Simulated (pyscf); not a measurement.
Optimised with ωB97X-D3(BJ)/def2-SVP in PySCF.

For H₂N–Zr(OH)(Cl)–Cl + HCl -> H₂N–Zr(Cl)(Cl)–Cl + H₂O, a four-centre exchange (singlet surface; O–Zr, Cl–H broken, Cl–Zr, H–O formed), PBE/def2-TZVP gives ΔE‡ = -3.4 kJ/mol and ΔE = -22.2 kJ/mol (zero: the separated reactants). In which direction and how far do r²SCAN/def2-TZVP, B3LYP-D3(BJ)/def2-TZVP, ωB97M-D3(BJ)/def2-TZVP move these?

r²SCAN: ΔE‡ = -8.9 kJ/mol, ΔE = -23.3 kJ/mol; B3LYP-D3(BJ): ΔE‡ = -1.9 kJ/mol, ΔE = -22.9 kJ/mol; ωB97M-D3(BJ): ΔE‡ = 5.7 kJ/mol, ΔE = -17.5 kJ/mol. PBE's barrier lies among them. Its reaction energy lies among theirs. On the reactant side the descent ends in an adduct with a Cl–Zr contact, 22.1 kJ/mol under the separated species and 10.8 kJ/mol under the saddle at ωB97X-D3(BJ)/def2-TZVP. On the product side the descent ends in an adduct with a O–Zr contact (not fully relaxed), 85.3 kJ/mol under the separated species and 105.8 kJ/mol under the saddle at ωB97X-D3(BJ)/def2-TZVP. At PBE, r²SCAN, B3LYP-D3(BJ) the saddle lies under the separated reactants, which points to a path from their complex (located at ωB97X-D3(BJ) alone). What is counted as formed (Cl–Zr) is already present as a longer contact in the reactant adduct; forming that adduct is a step of its own. What is counted as broken (O–Zr) persists as a longer contact in the product adduct; parting that adduct is a step of its own. At ωB97X-D3(BJ)/def2-TZVP the barrier from the zero used here is -11.3 kJ/mol. One saddle was located; it need not be the lowest between these sides. Elements past Kr carry the def2 core potentials, without spin-orbit coupling.
